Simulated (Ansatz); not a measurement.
Compare A (`NC#CCO`) with its isomer B (`CC(=N)C=O`).

Computed with Ansatz on PBE0-D4/def2-TZVP structures; ΔE is electronic, products minus reactants. CCSD(T)/CBS is the MP2 limit (def2-TZVPP, def2-QZVPP) plus CCSD(T) − MP2 in def2-TZVPP, frozen cores. DFT in def2-TZVPP. B3LYP here is the variant with VWN-RPA as its local correlation; programs differ in this. One conformer a species, not always the lowest.

(1) Which is lower in electronic energy at CCSD(T)/CBS, and by how much? (Estimate.)

(2) Give E(B) − E(A) in kcal/mol with BLYP-D4, LDA (SPW92), CCSD(T)/def2-TZVPP, ωB97M-V, CCSD/def2-TZVPP, B3LYP, r2SCAN-D4. (Estimate.)

(3) Does the order hold for the free energy at 298.15 K (harmonic terms from PBE0-D4)? (Estimate.)

Largest T1 diagnostic: 0.014.

Answers

(1) Ansatz gave: B, by 31.1 kcal/mol.

(2) Ansatz gave: BLYP-D4 -33.0, LDA (SPW92) -26.7, CCSD(T)/def2-TZVPP -33.2, ωB97M-V -31.3, CCSD/def2-TZVPP -32.1, B3LYP -30.4, r2SCAN-D4 -32.2. None reverses the order clearly.

(3) Computed: Yes: G(B) − G(A) = -31.1 kcal/mol, for one conformer each.

From BLYP to BHLYP (50 % exact exchange), in def2-TZVPP and without D4, E(B) − E(A) moves by +1.6 kcal/mol. At CCSD(T), def2-SVP lies −8.7 kcal/mol from the extrapolated value and def2-TZVPP −2.1 kcal/mol.
